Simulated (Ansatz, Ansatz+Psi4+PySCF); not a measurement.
```xyz
2

B     0.0000    0.0000   -0.9063
B     0.0000    0.0000    0.9063
```

Basis set: cc-pVTZ (spherical functions). Correlated methods keep 2 orbitals frozen. Correlation on ROHF uses semicanonical orbitals with singles. Charge 0, multiplicity 3.

Computed with Ansatz (development build ahead of 0.2.0); the reference of a correlated method needn't be the lowest determinant of its kind.

(1) Give the atomization energy at this shape (free ground-state atoms in the same class of orbitals less the molecule, no zero-point energy) of triplet B₂ by ROHF-CCSD(T), UHF-BCCD(T).

## Answers

(1)

| method | atomization energy |
| --- | --- |
| ROHF-CCSD(T) | 2.37 eV |
| UHF-BCCD(T) | 2.36 eV |

Caution: the reference determinant was not shown to be the lowest; the shape is not the minimum. Caution for UHF-BCCD(T): the program doubts this total.
